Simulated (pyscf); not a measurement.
PySCF, gas phase, ωB97X-D3(BJ)/def2-SVP geometries.

Problem. What is the homolytic dissociation enthalpy (298 K, ωB97M-D3(BJ)/def2-TZVP) of the Si–W bond of `[O]=[W]([OH])([F])([F])[SiH3]`, to [O=W(OH)(F)–F]• + SiH₃•?

Solution. Si–W to [O=W(OH)(F)–F]• + SiH₃•: 2.23 eV. The 7 functionals that were run give +2.05 (M06-2X) to +2.66 eV (ωB97X-D3(BJ)). The radicals are drawn with the spin at the cut bond; how far it spreads was not checked. Other isomers of [O=W(OH)(F)–F]• were not searched in full and may lie lower. Open-shell species with a d-block atom are single-reference here; other states, and whether the spin sits on metal or ligand, were not checked. Elements past Kr carry the def2 core potentials, without spin-orbit coupling.
